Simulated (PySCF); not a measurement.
## Deuteron quadrupole couplings in `Fc1ccc[nH]1`

Species: C4H4FN.
Geometry (PBE0-D3(BJ)/def2-SVP, Å), atoms numbered from 1 in this order:
```
atom  x, y, z in Å
F1     2.2876    0.0922   -0.1246
C2     0.9717    0.1561   -0.0295
C3     0.1318    1.2325    0.0887
C4    -1.1857    0.6851    0.1447
C5    -1.0829   -0.6836    0.0603
N6     0.2527   -0.9958   -0.0462
H7     0.4290    2.2770    0.1290
H8    -2.1127    1.2472    0.2374
H9    -1.8430   -1.4603    0.0674
H10    0.6528   -1.9204   -0.1228
```

Level: PBE0/pcSseg-1 (PySCF, non-relativistic); Q(2H) = 0.00286 b; rigid geometry, the same for H and D, with no vibrational averaging.

Task: Give the electric field gradient Vzz (the principal value of largest size), its asymmetry and the 2H coupling at each hydrogen.

Result: 
```tsv
atom	bonded to	bond length (Å)	Vzz (au)	η	χzz (kHz)
H7	C3	1.087	0.3213	0.09	216
H8	C4	1.088	0.3181	0.08	214
H9	C5	1.087	0.3175	0.13	213
H10	N6	1.010	0.4000	0.15	269
```

Task: Average by the element that carries the hydrogen.

Result: on C: 214 kHz over 3 positions, mean bond length 1.087 Å; on N: 269 kHz over 1 position, mean bond length 1.010 Å.

Task: Give the 2H NMR doublet splittings at H7 for a magnetic field along the z, y and x axes of the gradient: 3χ/2, 3χ(1 + η)/4, 3χ(1 − η)/4.

Result: With |χ| = 215.9 kHz and η = 0.089: 324, 176 and 147 kHz, to first order and without motion.

Isolated species at its PBE0-D3(BJ)/def2-SVP geometry, gas phase. These gradients aren't converged with respect to the basis.

The run behind these numbers computed NMR shieldings as well. Time: 9.8 s wall. Hardware: one thread, x86-64 server, no GPU, shared host.
